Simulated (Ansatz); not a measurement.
`OC1CCC1`. The species carries charge 0 and has multiplicity 1. Geometry: relaxed with PBE0-D4/def2-TZVP. It is one conformer, not always the lowest.

```xyz
13

O    -0.099    1.908    0.782
C    -0.097    0.833   -0.118
C     1.135   -0.067   -0.036
C     0.208   -1.268   -0.309
C    -0.974   -0.401    0.167
H    -0.883    2.441    0.628
H    -0.251    1.182   -1.148
H     1.504   -0.080    0.992
H     1.966    0.129   -0.714
H     0.141   -1.495   -1.375
H     0.407   -2.193    0.232
H    -1.934   -0.492   -0.345
H    -1.125   -0.499    1.245
```

(1) What is the dipole moment at ωB97M-V/def2-TZVPP? (Estimate.)

(2) And with PBE, r2SCAN, B3LYP? (Estimate.)

(3) Give the Mulliken charges with ωB97M-V, B3LYP, PBE in def2-TZVPP. (Best estimate.)

Answers

(1) Computed: 1.47 D, with components (-1.10, -0.19, -0.96) D in this frame, pointing from negative to positive charge.

(2) Ansatz gave: PBE 1.39 D, r2SCAN 1.43 D, B3LYP 1.47 D.

(3) The calculation gave: 
```json
{"atom": "O1", "ωB97M-V": "-0.31", "B3LYP": "-0.33", "PBE": "-0.29"}
{"atom": "C2", "ωB97M-V": "0.04", "B3LYP": "0.09", "PBE": "0.03"}
{"atom": "C3", "ωB97M-V": "-0.15", "B3LYP": "-0.10", "PBE": "-0.07"}
{"atom": "C4", "ωB97M-V": "-0.20", "B3LYP": "-0.15", "PBE": "-0.14"}
{"atom": "C5", "ωB97M-V": "-0.17", "B3LYP": "-0.12", "PBE": "-0.09"}
{"atom": "H6", "ωB97M-V": "0.17", "B3LYP": "0.18", "PBE": "0.18"}
{"atom": "H7", "ωB97M-V": "0.08", "B3LYP": "0.04", "PBE": "0.03"}
{"atom": "H8", "ωB97M-V": "0.09", "B3LYP": "0.06", "PBE": "0.05"}
{"atom": "H9", "ωB97M-V": "0.09", "B3LYP": "0.07", "PBE": "0.06"}
{"atom": "H10", "ωB97M-V": "0.09", "B3LYP": "0.06", "PBE": "0.06"}
{"atom": "H11", "ωB97M-V": "0.09", "B3LYP": "0.07", "PBE": "0.06"}
{"atom": "H12", "ωB97M-V": "0.09", "B3LYP": "0.07", "PBE": "0.06"}
{"atom": "H13", "ωB97M-V": "0.09", "B3LYP": "0.06", "PBE": "0.05"}
```

B3LYP here is the variant with VWN-RPA as its local correlation; programs differ in this.
